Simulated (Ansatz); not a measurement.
Si(CCH)H3 (C2H4Si). Charge 0, multiplicity 1. Geometry PBE0-D4/def2-TZVP.

Cartesian coordinates in Å:
```
Si 0.741 0.010 -0.769
C -0.520 -0.011 0.548
C -1.359 -0.018 1.413
H -2.100 -0.027 2.180
H 0.101 0.387 -2.053
H 1.345 -1.339 -0.892
H 1.793 0.998 -0.427
```

Q: Estimate the orbital energies around the gap (eV) in Ansatz with HF/def2-TZVP, PBE-D4/def2-SVP, r2SCAN-D4/def2-TZVP, BHLYP-D4/def2-TZVP, ωB97M-V/def2-TZVP.

A: 
| orbital | HF/def2-TZVP | PBE-D4/def2-SVP | r2SCAN-D4/def2-TZVP | BHLYP-D4/def2-TZVP | ωB97M-V/def2-TZVP |
| --- | --- | --- | --- | --- | --- |
| HOMO−5 | -19.44 | -12.84 | -13.50 | -16.56 | -17.33 |
| HOMO−4 | -15.21 | -9.76 | -10.25 | -12.84 | -13.72 |
| HOMO−3 | -13.62 | -8.80 | -9.20 | -11.53 | -12.58 |
| HOMO−2 | -13.61 | -8.80 | -9.20 | -11.53 | -12.58 |
| HOMO−1 | -11.03 | -6.99 | -7.36 | -9.37 | -10.58 |
| HOMO | -11.03 | -6.99 | -7.36 | -9.37 | -10.58 |
| LUMO | 3.44 | -0.84 | -0.81 | 0.96 | 1.92 |
| LUMO+1 | 3.45 | -0.84 | -0.81 | 0.96 | 1.93 |
| LUMO+2 | 3.46 | 0.50 | 0.52 | 1.57 | 2.33 |
| LUMO+3 | 4.56 | 1.78 | 1.66 | 2.52 | 3.41 |
| LUMO+4 | 4.68 | 2.06 | 1.81 | 2.81 | 3.53 |
| LUMO+5 | 5.05 | 2.06 | 1.81 | 2.97 | 3.79 |
